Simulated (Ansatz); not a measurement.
Input file:

```yaml
crystal:
  periodic: [false, false, false]
  atoms:
    - {symbol: P, position_ang: [0.000000, 0.000000, -1.637933]}
    - {symbol: C, position_ang: [0.000000, 0.000000, -0.058233]}
    - {symbol: Si, position_ang: [0.000000, 0.000000, 1.696167]}
basis:
  gaussian: {orbitals: cc-pVTZ}
magnetization: {spin_polarized: true, initial_magnetization: 3}
correlation: {method: ccsdt_q, electrons: outside_noble_gas}
```

```sh
$ ansatz run in.yaml --threads 2 --pin off --events-out ev --progress --plain --max-ram 24576MiB --backend cuda --devices 0, --max-vram 18GiB
```

Log:

```
1142 factors; integrals over basis functions are off by at most 1.4e-7 eV
mean field evaluation 1: about -18156.8654 eV, gradient 1.9e1 eV
mean field evaluation 2: about -18157.0790 eV, gradient 1.9e1 eV
mean field evaluation 4: about -18159.9644 eV, gradient 4.0e0 eV
mean field evaluation 8: about -18161.7140 eV, gradient 1.1e0 eV
mean field evaluation 16: about -18161.8055 eV, gradient 1.6e-2 eV
mean field evaluation 32: about -18161.8048 eV, gradient 1.5e-1 eV
mean field evaluation 64: about -18156.8056 eV, gradient 1.9e1 eV
mean field evaluation 96: about -18161.8055 eV, gradient 2.3e-6 eV
mean field evaluation 128: about -18161.2005 eV, gradient 3.2e-1 eV
mean field evaluation 160: about -18161.2384 eV, gradient 3.0e-1 eV
...
cycle  17  -10.15302630 eV  change    1.4e-4 eV  update   5.5e-5
cycle  18  -10.15297407 eV  change    5.2e-5 eV  update   3.4e-5
cycle  19  -10.15289659 eV  change    7.7e-5 eV  update   2.2e-5
cycle  20  -10.15290325 eV  change   -6.7e-6 eV  update   1.4e-5
cycle  21  -10.15293126 eV  change   -2.8e-5 eV  update   9.0e-6
cycle  22  -10.15294244 eV  change   -1.1e-5 eV  update   5.2e-6
cycle  23  -10.15295420 eV  change   -1.2e-5 eV  update   3.0e-6
cycle  24  -10.15295666 eV  change   -2.5e-6 eV  update   1.6e-6
cycle  25  -10.15295830 eV  change   -1.6e-6 eV  update   1.0e-6
cycle  26  -10.15295851 eV  change   -2.1e-7 eV  update   6.5e-7
perturbative correction -0.08562197 eV, -0.0031465493 hartree
Total energy: -18172.04405021 eV, -667.8103013914 hartree
```

Ran on 2 threads of AMD EPYC 7R13 with a shared H100 80 GB, shared host: 48 s wall, 1.2 GiB peak host memory.
